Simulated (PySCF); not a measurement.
**Spin-orbit coupling and the first ionisation energy along the third row**

Two-component X2C-1e calculated with PySCF 2.14: MP2 on generalised Hartree-Fock spinors (GMP2), with spin-orbit coupling off and on (screened by Boettger's factors); no Breit or QED terms. Values in eV; the references (NIST) lie between the lowest levels. Elements whose determinants are no pure J levels are left out.

```csv
element,configurations,spin-free,with spin-orbit,shift,reference
"Mg (x2c-TZVPPall-2c, [Ne] frozen)",[Ne] 3s2 → [Ne] 3s1,7.212,7.212,0.000,7.646
"Al (x2c-TZVPPall-2c, [Ne] frozen)",[Ne] 3s2 3p1 → [Ne] 3s2,5.803,5.812,0.009,5.986
"S (x2c-TZVPPall-2c, [Ne] frozen)",[Ne] 3s2 3p4 → [Ne] 3s2 3p3,9.960,9.986,0.026,10.360
"Cl (x2c-TZVPPall-2c, [Ne] frozen)",[Ne] 3s2 3p5 → [Ne] 3s2 3p4,12.697,12.690,-0.007,12.968
"Ar (x2c-TZVPPall-2c, [Ne] frozen)",[Ar] → [Ne] 3s2 3p5,15.671,15.609,-0.062,15.760
```

The largest shift is at Ar, -0.062 eV, where spin-orbit coupling lowers the species with fewer electrons by more than the one with more (starting occupations closed and 3p1/2^2 3p3/2^3).

What remains against the references is mostly the basis and correlation beyond MP2.
